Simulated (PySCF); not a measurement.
Species: C3H2ClOP.
SMILES: `c1pcc(Cl)o1`

The closed-shell ground state was solved at several levels (PySCF, density fitting, gas phase, non-relativistic). Geometry: PBE0-D3(BJ)/def2-SVP; no solvent, vibrations or thermal averaging.

```
            level  basis functions  total energy (Eh)  HOMO (eV)  LUMO (eV)  gap (eV)  dipole (D)
  B3LYP/def2-SVPD              150          -991.9172      -6.80      -1.42      5.38        0.25
mPW1PW91/pcSseg-2              258          -992.3636      -7.00      -1.25      5.75        0.11
```

Question: What might PBE0/pcSseg-1 (126 basis functions) give for the same quantities?

Answer: Total energy -991.7127 Eh, HOMO -7.06 eV, LUMO -1.21 eV, gap 5.85 eV, dipole 0.24 D.

Question: Over all these levels, which gives the widest orbital gap and which the narrowest?

Answer: PBE0/pcSseg-1 (global hybrid, 25 % exact exchange) has the widest, 5.85 eV, and B3LYP/def2-SVPD (global hybrid, 20 % exact exchange) the narrowest, 5.38 eV. Functional and basis both differ between the two, so the spread mixes both effects.

Question: How far do the dipole and the HOMO energy spread over the levels?

Answer: The dipole runs from 0.11 to 0.25 D (mean 0.20 D) and the HOMO from -7.06 to -6.80 eV.
